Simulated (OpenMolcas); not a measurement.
**Predicting a hybrid from its neighbours: AlO (oxoaluminum)**

AlO: 2 atoms, total charge 0, spin state doublet. SMILES: `[O]=[Al]`. The coordinates come from a PBE0-D4/def2-TZVP relaxation.

The electronic atomisation energy y, in eV, basis def2-TZVPPD; a is the functional's share of exact exchange. Programs: OpenMolcas 26.06.

```
functional     program     a  y (eV)
     UTPSS  OpenMolcas     0    5.38
     UBLYP  OpenMolcas     0    5.61
    UB3LYP  OpenMolcas   0.2       ?
     UPBE0  OpenMolcas  0.25    5.06
    UBHLYP  OpenMolcas   0.5    4.47
```

Problem. Fit y = c + s·a to the known rows and predict UB3LYP.

Solution. 
1. Means of the 4 rows: a = 0.1875, y = 5.130.
2. Σ(Δa)² = 0.17188, Σ(Δa·Δy) = -0.3475, so the slope is -0.3475/0.17188 = -2.0218.
3. Intercept: 5.130 − (-2.0218) × 0.1875 = 5.509. The largest residual of the fit is 0.13.
4. UB3LYP: 5.509 + (-2.0218) × 0.2 = 5.10 eV.

The run gave 5.21 eV, so the prediction is off by -0.11 eV, within the scatter of the fit. The rows mix families of semi-local functionals, which the line can't see.
